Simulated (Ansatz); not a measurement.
A search over several starts for the lowest SCF solution of CH7BSi⁻, that is BH2(CH2SiH3) with one electron more at the given spin, in a small basis.

```yaml
crystal:
  periodic: [false, false, false]
  atoms:
    - {symbol: B, position_ang: [0.713869, 1.189706, -0.651518]}
    - {symbol: H, position_ang: [1.903573, 1.202605, -0.507553]}
    - {symbol: H, position_ang: [0.115987, 2.226933, -0.596947]}
    - {symbol: C, position_ang: [-0.037848, -0.136284, -0.813610]}
    - {symbol: Si, position_ang: [-0.468895, -0.737856, 0.932369]}
    - {symbol: H, position_ang: [-1.005893, -0.058606, -1.318388]}
    - {symbol: H, position_ang: [0.553543, -0.952086, -1.241030]}
    - {symbol: H, position_ang: [0.760908, -0.955431, 1.737443]}
    - {symbol: H, position_ang: [-1.332177, 0.246501, 1.635011]}
    - {symbol: H, position_ang: [-1.203067, -2.025481, 0.824243]}
basis:
  gaussian: {orbitals: def2-SVP}
total_charge: -1
magnetization: {spin_polarized: true, initial_magnetization: 1}
hamiltonian: {xc: pbe0, dispersion: d4}
output: {orbitals: {seedname: orbitals}}
```

```sh
$ ansatz run in.yaml --threads 4 --pin off --events-out ev --progress --plain --max-ram 3916MiB
```

It prints (some lines left out):

```
Functional definition: PBE0
819 factors; integrals over basis functions are off by at most 1.1e-3 eV
mean field evaluation 1: about -9691.3851 eV, gradient 2.1e1 eV
mean field evaluation 2: about -9689.7812 eV, gradient 2.6e1 eV
mean field evaluation 4: about -9694.1030 eV, gradient 8.0e-1 eV
mean field evaluation 8: about -9694.1964 eV, gradient 6.3e-2 eV
mean field evaluation 16: about -9694.1964 eV, gradient 1.9e-4 eV
mean field -9694.19641801 eV, -356.2551473997 hartree, gradient 4.1e-5 eV, S^2 0.754511; 0 other end points of the search recorded, 0 dependent functions left out
reference -9694.19644699 eV, -356.2551484644 hartree; 17, 16 occupied and 64, 65 virtual orbitals, 819 factors
Total energy: -9694.37288947 eV, -356.2616326062 hartree
```

Run time 0.8 s (4 threads of AMD EPYC 9B14 on a shared host).

The highest occupied level of the charge -1 doublet lies above zero (up to 2.59 eV). By energy differences it is unbound by 0.46 eV (vertical, to the charge 0 singlet, at CCSD(T)/def2-TZVPD) and held by the finite basis.
